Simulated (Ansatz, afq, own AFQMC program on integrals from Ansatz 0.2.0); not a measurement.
# CHGe⁺, triplet: AFQMC among the cluster methods

```xyz
3

Ge    0.0000    0.0000    0.0803
C     0.0000    0.0000   -1.7018
H     0.0000    0.0000    1.6216
```

Connectivity, by distances: GeH–C.

Basis cc-pVDZ. Noble-gas cores (and the filled d shells of Ga–Kr and In–Xe) are frozen. AFQMC by an in-house program on the Cholesky factors that Ansatz 0.2.0 writes for its CCSD(T) run. The CISD trial takes its coefficients from CCSD amplitudes. Released means that phaseless walkers are propagated on without the constraint, phases kept. ± is one standard error of the sampling. No spin–orbit coupling.

Determinant: UHF, the one that the program's search chose, which needn't be the lowest solution. The geometry is a PBE0/def2-TZVP stationary point of this or a neighbouring charge and spin state.

No full CI on the walks' own integrals is used here; CCSDTQ serves as the reference and is uncertain by about the last step of the cluster series.

Cautions: no relativity below Rb; no spin-orbit coupling; inner d shell frozen; the released energies have errors that jump between times, so the bars are unsure, so no released level is given (meV from the phaseless value at times in 1/Eh: -7 ± 5 at 0.24, -20 ± 4 at 0.51, -20 ± 10 at 0.99, -36 ± 3 at 1.62, -44 ± 3 at 2.40), though the last usable value meets CCSDTQ within the noise.

The T1 diagnostic is 0.0314, the weight of the determinant in the CISD state is 0.870 and the ⟨S²⟩ of the determinant is 2.020. The size of the correlated space is 8 electrons in 31 orbitals.

| level | correlation energy (eV) |
| --- | --- |
| MP2 | -4.1312 |
| CCSD | -5.0003 |
| CCSD(T) | -5.2442 |

Task: Estimate where phaseless AFQMC with a CISD trial lies against CCSD(T) on the same integrals.

Result: 2.8 ± 0.4 kJ/mol below CCSD(T).

Reference: CCSDTQ, correlation energy -5.321 eV.

| level | E − E(reference) (kJ/mol) | share of correlation (%) |
| --- | --- | --- |
| CCSD(T) | 7.4 | 98.56 |
| CCSDT | 2.3 | 99.55 |
| CCSDT(Q) | -0.1 | 100.02 |
| ph-AFQMC/HF | 20.4 ± 2.1 | 96.03 |
| ph-AFQMC/CISD | 4.6 ± 0.4 | 99.10 |

CCSDT and higher add their correlation energy to the determinant of the CCSD(T) run, since their own runs factorise the integrals more tightly (a shift of under 2 meV). A walk keeps the symmetry of its determinant, which the program's search chose and which needn't be the lowest solution, so a lower state of the same spin and another symmetry isn't excluded.
